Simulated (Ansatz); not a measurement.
Cost and result for the atomization energy of C₃H₅N (`C1=CNC1`) (9 atoms, 9 bonds).

Z-matrix (Å, degrees):
```
C
C 1 1.507
N 1 1.493 2 86.9
H 1 1.093 2 117.2 3 -113.8
H 1 1.093 2 115.6 3 114.2
C 2 1.339 1 89.0 3 -4.1
H 2 1.078 1 134.6 3 168.1
H 3 1.015 1 115.9 2 122.4
H 6 1.084 2 136.9 1 -179.9
```

Charge 0, multiplicity 1. The structure was optimised at the PBE0-D4/def2-TZVP level. Program: Ansatz. All runs use 2 threads of an Arm Neoverse N1 on a shared host. Times are those of one run each, without the atoms' runs, and a repeat can differ threefold. Electronic energies, without spin–orbit coupling; frozen cores. CCSD(T)/CBS adds CCSD(T) − MP2 in def2-TZVPP to the MP2 limit, and its time is that of the two runs behind it. T1 = 0.012. B3LYP takes the VWN-RPA correlation (the form of Gaussian; ORCA's B3LYP/G).

CCSD(T)/CBS is a level of theory with its own doubt, some kJ/mol a heavy atom from the limit and from the frozen cores, so smaller differences don't rank the functionals.

```csv
level,functions,wall time,atomization (kcal/mol),difference from CCSD(T)/CBS,per bond
BHLYP-D4/def2-TZVPP,194,4 s,838.8,-27.9,-3.1
CCSD(T)/def2-SVP,81,4.6 s,825.2,-41.5,-4.6
CAM-B3LYP-D4/def2-TZVPP,194,4.8 s,873.4,6.7,0.7
B3LYP-D4/def2-TZVPP (with forces),194,5.5 s,871.0,4.3,0.5
B2PLYP/def2-TZVPP,194,7.5 s,861.5,-5.2,-0.6
r2SCAN-D4/def2-TZVPP (with forces),194,8 s,869.7,3.0,0.3
PBE-QIDH/def2-TZVPP,194,8 s,867.2,0.5,0.1
ωB97X-V/def2-TZVPP,194,12 s,871.1,4.4,0.5
B97M-V/def2-TZVPP,194,15 s,870.1,3.4,0.4
ωB97M-V/def2-TZVPP (with forces),194,16 s,872.6,5.9,0.7
MP2/def2-QZVPP,378,32 s,874.0,7.3,0.8
CCSD(T)/def2-TZVPP,194,97 s,843.0,-23.7,-2.6
CCSD(T)/CBS(def2),–,2.2 min,866.7,0.0,0.0
```

From BLYP to BHLYP (50 % exact exchange), in def2-TZVPP and without D4, the atomization energy moves by −30.3 kcal/mol: exact exchange takes away binding that semilocal exchange gives to molecules. Leaving LDA and LC-ωPBE aside and taking each functional with its dispersion term where it has one, the values, not all of them listed here, spread over 62.4 kcal/mol, from BHLYP-D4 to PBE-D4. LDA lies +114.0 kcal/mol from PBE without D4, its usual overbinding. In def2-TZVPP, CCSD(T) changes the Hartree–Fock value by +235.1 kcal/mol (the triples alone add +15.8 kcal/mol) and MP2 by +252.1 kcal/mol; breaking electron pairs costs correlation energy, which Hartree–Fock lacks.
